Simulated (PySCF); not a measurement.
These are PySCF with PBE-D3(BJ)/def2-TZVP // B3LYP-D3(BJ)/def2-TZVP values and carry that method's errors. All species are isolated molecules in the gas phase. 

Reference species (SMILES): `C[Si](C)C` (neutral, multiplicity 2).

```json
{
 "highest_occupied_spin_orbital": "-4.14 eV"
}
```

Changed species: `[OH]` (radical fragment; the reference has radical fragment).

### Question
Predict the effect on the highest occupied spin orbital.

### Answer
the highest occupied spin orbital drops by 3.02 eV, to -7.16 eV.
